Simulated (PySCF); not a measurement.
# OH: bond curves at several levels of theory

One table from this session's results is given with a row withheld; the runs are named, their logs left out.

The runs use PySCF 2.14.0; H pcseg-1, O pcseg-1, no relativity.

The first run:

Settings of the job:

```yaml
atoms: H, O
charge: 0
basis: H pcseg-1, O pcseg-1
Hamiltonian: no relativity
basis_functions: 19
electrons_treated: 9
masses_in_u: 1.0078, 15.9949
levels: PBE0, PBE, r²SCAN, M06-L, r²SCAN0, B3LYP, HF, MP2, SCS-MP2, CCSD, CCSD(T)
grid: 80 radial by 434 angular points
occupations: held fixed by the projection of orbital angular momentum
dissociation_limit: H + O, each in its ground configuration
starting_distance_in_angstrom: 0.920
values_of_2S_to_try: 1, 3
```

Launch:

```
$ OMP_NUM_THREADS=1 python dia.py task.json out
```

Steps of the session up to this table: Input; PBE0 along the bond; PBE; r²SCAN (meta-GGA); M06-L; r²SCAN0 (hybrid meta-GGA); B3LYP (global hybrid GGA); UHF; MP2 and coupled cluster.

One table of the session follows, with a row left open; its other results are not shown here.

```
      level  Re (Å)  ωe (cm⁻¹)  De (eV)
        UHF   0.958       4028     2.89
    UHF-MP2   0.976       3804     4.19
UHF-SCS-MP2   0.977       3787     4.20
   UHF-CCSD   0.978       3750     4.15
UHF-CCSD(T)   0.979       3732     4.17
        PBE   0.992       3549     4.56
     r²SCAN   0.981       3688     4.55
      M06-L   0.979       3711     4.52
      B3LYP   0.983       3652     4.49
       PBE0       ?          ?        ?
    r²SCAN0   0.973       3806     4.41
```

Estimate the missing values for PBE0.

The run gave: Re (Å): 0.979; ωe (cm⁻¹): 3728; De (eV): 4.41.
